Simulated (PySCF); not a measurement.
**Shapes and spin states of CF2**

Computed with PBE in PySCF with C def2-TZVP, F def2-TZVP; no relativity; density-fitted integrals.

Relaxations began from a few typed shapes and spin states; open shells are unrestricted. The search is not exhaustive: other isomers or separated fragments can lie lower, and high-lying points may rest on an excited occupation.

```json
{"spin": "singlet", "group": "C2v", "bonds": "C–F 1.318 Å (×2)", "angles": "F–C–F 104.6°", "imaginary modes (cm⁻¹)": "none", "ΔE (kJ/mol)": "0.0", "ΔE with ZPE (kJ/mol)": "0.0"}
{"spin": "triplet", "group": "C2v", "bonds": "C–F 1.326 Å (×2)", "angles": "F–C–F 119.8°", "imaginary modes (cm⁻¹)": "none", "ΔE (kJ/mol)": "215.9", "ΔE with ZPE (kJ/mol)": "216.0"}
{"spin": "singlet", "group": "D∞h", "bonds": "C–F 1.537 Å (×2)", "angles": "F–C–F 180.0°", "imaginary modes (cm⁻¹)": "801i, 801i, 451i", "ΔE (kJ/mol)": "427.1", "ΔE with ZPE (kJ/mol)": "–"}
{"spin": "triplet", "group": "D∞h", "bonds": "C–F 1.423 Å (×2)", "angles": "F–C–F 180.0°", "imaginary modes (cm⁻¹)": "1119i", "ΔE (kJ/mol)": "427.8", "ΔE with ZPE (kJ/mol)": "–"}
```

The lowest minimum found is the singlet C2v: C–F 1.318 Å (×2); F–C–F 104.6°.

Counting electrons, carbon keeps 2 of its valence electrons outside its bonds, so the VSEPR class is AX2E1 and the expected shape is bent (C2v), as computed.

The electron or spin density has lower symmetry than the nuclear frame for the triplet D∞h at 427.8 kJ/mol.
